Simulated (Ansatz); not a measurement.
in.yaml

```yaml
crystal:
  periodic: [false, false, false]
  atoms:
    - {symbol: Si, position_ang: [0.000000, 0.000000, 0.000000]}
    - {symbol: N, position_ang: [0.000000, 0.000000, 1.563809]}
basis:
  gaussian: {orbitals: "6-31G*", point_charges: [{charge: 0.50, position_ang: [2.935, -0.604, 0.337]}]}
magnetization: {spin_polarized: false, initial_magnetization: 1}
hamiltonian: {xc: {name: r2SCAN}}
correlation: {method: ccsd, electrons: outside_noble_gas, diis_vectors: 1}
accuracy: high
```

```sh
$ ansatz run in.yaml --threads 1 --pin off --events-out ev --progress --plain --max-ram 2393MiB
```

Problem. Roughly how long does this take on 1 thread of Arm Neoverse V1, shared host, and how much host memory?

Solution. 11 s wall and 0.18 GiB.

```
594 factors; integrals over basis functions are off by at most 3.2e-9 eV
mean field evaluation 1: about -9345.1712 eV, gradient 7.5e1 eV
mean field evaluation 2: about -9345.1703 eV, gradient 7.5e1 eV
mean field evaluation 4: about -9353.5600 eV, gradient 4.5e1 eV
mean field evaluation 8: about -9361.7727 eV, gradient 4.9e0 eV
mean field evaluation 16: about -9361.8509 eV, gradient 1.6e-3 eV
mean field evaluation 32: about -9361.7618 eV, gradient 6.9e-1 eV
mean field evaluation 64: about -9347.8193 eV, gradient 1.2e1 eV
mean field -9361.85093128 eV, -344.0416760340 hartree, gradient 4.2e-8 eV, S^2 0.750000; 6 other end points of the search recorded, 0 dependent functions left out
mean field evaluation 96: about -9340.4266 eV, gradient 1.6e-1 eV
mean field evaluation 128: about -9340.5138 eV, gradient 2.4e-2 eV
mean field evaluation 160: about -9340.3931 eV, gradient 5.6e-1 eV
...
cycle 140  -7.31653301 eV  change   -1.2e-9 eV  update   2.6e-9
cycle 141  -7.31653301 eV  change   9.8e-10 eV  update   2.4e-9
cycle 142  -7.31653301 eV  change   -1.3e-9 eV  update   2.2e-9
cycle 143  -7.31653301 eV  change    1.8e-9 eV  update   2.0e-9
cycle 144  -7.31653301 eV  change   -1.4e-9 eV  update   1.7e-9
cycle 145  -7.31653301 eV  change   8.3e-10 eV  update   1.6e-9
cycle 146  -7.31653301 eV  change  -5.4e-10 eV  update   1.5e-9
cycle 147  -7.31653301 eV  change   8.7e-10 eV  update   1.4e-9
cycle 148  -7.31653301 eV  change   -1.0e-9 eV  update   1.2e-9
cycle 149  -7.31653301 eV  change   9.2e-10 eV  update   1.1e-9
WARN: the results are in doubt because among natural orbitals full CI differs from the method by -0.186 eV
Total energy: -9346.71311128 eV, -343.4853714097 hartree
In doubt: among natural orbitals full CI differs from the method by -0.186 eV
```
